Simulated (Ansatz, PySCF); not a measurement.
Gas-phase reaction in SMILES: C#N (CHN) [formonitrile] + H+ → C#[NH+]
Structures are relaxed separately at B3LYP-D3(BJ)/def2-TZVP in Ansatz (a program for electronic structure).

Wanted: proton affinity (enthalpy at 298 K, with B3LYP-D3(BJ) rigid-rotor harmonic-oscillator terms from PySCF), positive where the reaction releases energy, in eV. Valence correlation only, unless marked. Spin-orbit coupling is left out. No relativistic terms. Basis-set limits of correlation are two-point, X^-3; Hartree-Fock from the larger set.

| level | program | proton affinity (eV) |
|---|---|---|
| HF/def2-QZVPP | Ansatz | 7.56 |
| revPBE-D4/def2-TZVPD | Ansatz + dftd4 | 7.40 |
| BP86-D3(BJ)/def2-TZVPD | PySCF + dftd3 | 7.37 |
| TPSS/def2-TZVPD | PySCF | 7.43 |

Problem. Estimate the value at CCSD(T)/CBS(cc-pVTZ,cc-pVQZ) as computed with Ansatz.

Solution. 7.38 eV
